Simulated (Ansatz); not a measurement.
Geometry optimisation, RKS PBE/def2-TZVP in Ansatz.

Input:

```yaml
crystal:
  periodic: [false, false, false]
  atoms:
    - { symbol: B, position_ang: [-1.3825, 0.2425, -0.4571] }
    - { symbol: S, position_ang: [0.1818, 0.6664, -1.3536] }
    - { symbol: Al, position_ang: [1.3778, -0.2304, 0.3147] }
    - { symbol: H, position_ang: [-1.9018, -0.7333, -0.6577] }
    - { symbol: H, position_ang: [-1.8998, 1.0727, 0.2519] }
    - { symbol: H, position_ang: [1.7792, -1.7696, 0.3009] }
    - { symbol: H, position_ang: [1.9065, 0.6837, 1.5554] }
basis:
  gaussian: { orbitals: def2-TZVP }
hamiltonian:
  xc: pbe
relax:
  f_tol: 0.015
  max_steps: 40
```

Run as:

```bash
$ ansatz run input.yaml --threads 2 --pin off --max-ram 3072MiB --backend cpu --events-out ev --progress --plain --runs-dir out
```

Task: Where does it end, and by what steps?

Result: The run converged. After 22 steps the energy has fallen by 0.790 eV; S2 moved furthest, 1.39 Å.

```
step  energy less start (eV)  largest force component (eV/Å)  accepted
   0                  0.0000                           2.219       yes
   1                  0.0889                           1.373        no
   2                 -0.1111                           0.705       yes
   3                 -0.1535                           0.366       yes
   4                 -0.2162                           0.422       yes
   5                 -0.3114                           0.758       yes
   6                 -0.4432                           0.879       yes
   7                 -0.5742                           0.657       yes
   8                 -0.6725                           1.017       yes
   9                 -0.7305                           0.720       yes
  10                 -0.7593                           0.225       yes
  11                 -0.7637                           0.131       yes
  12                 -0.7657                           0.253       yes
  13                 -0.7699                           0.094       yes
  14                 -0.7776                           0.216       yes
  15                 -0.7590                           0.500        no
  16                 -0.7844                           0.077       yes
  17                 -0.7880                           0.049       yes
  18                 -0.7879                           0.111        no
  19                 -0.7886                           0.083       yes
  20                 -0.7887                           0.108       yes
  21                 -0.7894                           0.028       yes
  22                 -0.7896                           0.007       yes
```

```xyz
7
Properties=species:S:1:pos:R:3
B -1.435 0.262 -0.513
S -0.044 1.339 -0.161
Al 1.442 -0.183 0.486
H -1.365 -0.927 -0.366
H -2.441 0.788 -0.902
H 1.027 -1.716 0.508
H 2.876 0.368 0.901
```

Whether the end is a true minimum wasn't checked by a vibrational analysis.

Time of the run: 21 s on 2 threads of Intel(R) Xeon(R) 6975P-C (Granite Rapids), on a shared host, peak memory 0.22 GiB.
